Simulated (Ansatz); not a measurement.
The input, for Ansatz 0.2.0:

```yaml
crystal:
  periodic: [false, false, false]
  atoms:
    - {symbol: Si, position_ang: [0.000000, -0.040384, 1.308758]}
    - {symbol: Al, position_ang: [0.000000, -0.013244, -1.375539]}
    - {symbol: H, position_ang: [0.000000, 1.479803, 0.354229]}
basis:
  gaussian: {orbitals: "6-31++G**"}
magnetization: {spin_polarized: true, initial_magnetization: 2}
correlation: {method: ccsd, electrons: outside_noble_gas}
```

```sh
$ ansatz run in.yaml --threads 1 --pin off --events-out ev --progress --plain --max-ram 2393MiB
```

Log:

```
427 factors; integrals over basis functions are off by at most 8.3e-4 eV
mean field evaluation 1: about -14456.9553 eV, gradient 6.3e0 eV
mean field evaluation 2: about -14456.9744 eV, gradient 6.3e0 eV
mean field evaluation 4: about -14457.6902 eV, gradient 1.3e0 eV
mean field evaluation 8: about -14457.7614 eV, gradient 1.6e-1 eV
mean field evaluation 16: about -14456.9553 eV, gradient 6.3e0 eV
mean field evaluation 32: about -14457.7641 eV, gradient 2.7e-6 eV
mean field evaluation 64: about -14455.5904 eV, gradient 1.5e0 eV
mean field evaluation 96: about -14455.8052 eV, gradient 4.7e-2 eV
mean field -14457.76413289 eV, -531.3130320593 hartree, gradient 2.7e-6 eV, S^2 2.068441; 4 other end points of the search recorded, 0 dependent functions left out
determinant -14457.76413289 eV, -531.3130320593 hartree, with singles and doubles -14461.62927371 eV, -531.4550733645 hartree
determinant -14455.80528763 eV, -531.2410458238 hartree, with singles and doubles -14459.49913930 eV, -531.3767923688 hartree
determinant -14455.57404700 eV, -531.2325478871 hartree, with singles and doubles -14459.40185812 eV, -531.3732173514 hartree
10 core orbitals not correlated: weight in the atoms' cores, before any rotation towards them, 1.000 or more for the frozen orbitals, at most 0.000 for the correlated occupied ones
reference -14457.76413289 eV, -531.3130320593 hartree; 5, 3 occupied and 37, 39 virtual orbitals, 427 factors
second order -2.92045022 eV of doubles, -0.00000000 eV of singles
cycle   1  -3.84857301 eV  change   -5.3e-2 eV  update   1.9e-2
cycle   2  -3.85444246 eV  change   -5.9e-3 eV  update   5.9e-3
cycle   3  -3.85733788 eV  change   -2.9e-3 eV  update   2.4e-3
cycle   4  -3.85837737 eV  change   -1.0e-3 eV  update   1.1e-3
cycle   5  -3.85889410 eV  change   -5.2e-4 eV  update   6.2e-4
cycle   6  -3.85926407 eV  change   -3.7e-4 eV  update   3.1e-4
cycle   7  -3.85935155 eV  change   -8.7e-5 eV  update   1.1e-4
cycle   8  -3.85935492 eV  change   -3.4e-6 eV  update   4.0e-5
cycle   9  -3.85934546 eV  change    9.5e-6 eV  update   1.6e-5
cycle  10  -3.85934181 eV  change    3.6e-6 eV  update   6.5e-6
Total energy: -14461.62347470 eV, -531.4548602548 hartree
```

Ran on 1 thread of Intel Xeon Platinum 8488C, shared host: 2.5 s wall, 0.13 GiB peak host memory.
